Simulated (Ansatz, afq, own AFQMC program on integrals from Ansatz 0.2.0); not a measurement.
Integrals from Ansatz 0.2.0, then the random walk in our own AFQMC program (afq).

```yaml
crystal:
  periodic: [false, false, false]
  atoms:
    - {symbol: Al, position_ang: [0.000000, -0.223190, 2.288777]}
    - {symbol: C, position_ang: [0.000000, 0.756460, 0.702219]}
    - {symbol: Ga, position_ang: [0.000000, -0.070755, -1.016840]}
    - {symbol: H, position_ang: [0.000000, 1.854907, 0.702710]}
basis:
  gaussian: {orbitals: cc-pVDZ}
magnetization: {spin_polarized: true, initial_magnetization: 1}
correlation: {method: ccsd_t, electrons: outside_noble_gas, hamiltonian_folder: ham}
```

```sh
$ ansatz run in.yaml --threads 1 --pin off --events-out ev --progress --plain --max-ram 1843MiB
```

afq runs on the folder ham with

```
--method phaseless --trial cisd --walkers 60 --populations 1 --least-time 40 --time-step 0.005 --steps-per-block 50 --equilibration-blocks 28 --max-blocks 300 --target-error 0.0004 --factor-cut 1e-05 --start spin_pure --seed 6536 --release-times 0.24,0.51,0.99,1.62,2.4 --release-step 0.03 --release-every 4 --taylor-order 6
```

Times are imaginary, in 1/Eh. The walk had a cap of 2099 s. Filled inner d shells are frozen with the cores.

afq prints:

```
orbitals 44  electrons 6 5  factors 358 of 683
reference energy -2203.49260444 Eh
CCSD correlation -0.25430032 Eh in 17 cycles, weight of the determinant in the CISD state 0.7837
energy of the start -2203.732997 Eh
 block  time / (1/Eh)  mean weight  energy / Eh
     1     0.250  1.0005  -2203.735563
     2     0.500  1.0006  -2203.738064
     3     0.750  0.9995  -2203.738675
     4     1.000  0.9993  -2203.738948
     5     1.250  1.0007  -2203.751278
     7     1.750  1.0019  -2203.753992
     9     2.250  1.0001  -2203.748393
    17     4.250  0.9989  -2203.750344
    33     8.250  1.0023  -2203.758608
    49    12.250  1.0014  -2203.774283
    65    16.250  1.0013  -2203.763662
    81    20.250  0.9997  -2203.762739
    97    24.250  1.0005  -2203.766971
   113    28.250  0.9994  -2203.767850
   129    32.250  0.9980  -2203.771420
   145    36.250  1.0029  -2203.759885
   161    40.250  0.9984  -2203.757218
   177    44.250  1.0024  -2203.752504
   193    48.250  0.9978  -2203.773586
   209    52.250  0.9998  -2203.759881
   225    56.250  0.9990  -2203.761661
   241    60.250  0.9983  -2203.768878
   257    64.250  0.9986  -2203.763496
   265    66.250  1.0000  -2203.750153
   273    68.250  1.0010  -2203.754336
   289    72.250  0.9996  -2203.755656
   305    76.250  1.0001  -2203.751919
   313    78.250  1.0014  -2203.779374
   321    80.250  1.0008  -2203.777996
blocks merged  error / Eh  count
     1  0.000444  300
     2  0.000569  150
     4  0.000662  75
     8  0.000716  37
    16  0.000789  18
    32  0.000739  9
released: time / (1/Eh)  energy / Eh  error  mean overlap
  0.24  -2203.762051  0.000962  0.9935
  0.51  -2203.762306  0.001009  0.9983
  0.99  -2203.763326  0.000918  0.9878
  1.62  -2203.763926  0.000986  0.9890
  2.40  -2203.764622  0.001549  0.9722
energy -2203.761815 +/- 0.000789 Eh
(rows thinned)
```

The run passed its tests (sampling time, drift between the halves within three errors, error under three times the target), which doesn't prove that it has relaxed.

Against this walk (error 21.5 meV) on the same determinant: CCSD(T) 37.4 meV higher (within the noise), CCSDT(Q) 59.5 meV lower. The error is statistical and leaves out the bias of the constraint. The determinant has ⟨S²⟩ = 0.96, so the low cluster orders mix in higher spin (the high orders can go on to a lower state of that spin), while the walk starts as a pure doublet. None of these is a sure reference here. Released to 2.40 1/Eh the energy moves by -76 ± 47 meV (both errors), within twice the noise.

Cautions: constraint bias not in the error; error above the target (21.5 against 10.9 meV); no relativity below Rb; no spin-orbit coupling; inner d shell frozen; higher spins were not checked; an unrestricted solution with more broken spin lies lower (264 meV, ⟨S²⟩ 1.07); strong correlation (T1 0.051, weight of the determinant 0.78, largest double 0.08); unrestricted determinant spin contaminated (⟨S²⟩ 0.96 against 0.75); the bias of populations of 60 walkers isn't removed.

The walk took 19 min on 1 thread of Intel(R) Xeon(R) Platinum 8259CL CPU @ 2.50GHz (Skylake/Cascade Lake), on a shared host. The log's last line is the phaseless energy.

CCSDT and higher add their correlation energy to the determinant of the CCSD(T) run, since their own runs factorise the integrals more tightly (a shift of under 2 meV). A walk keeps the symmetry of its determinant, which the program's search chose and which needn't be the lowest solution, so a lower state of the same spin and another symmetry isn't excluded.
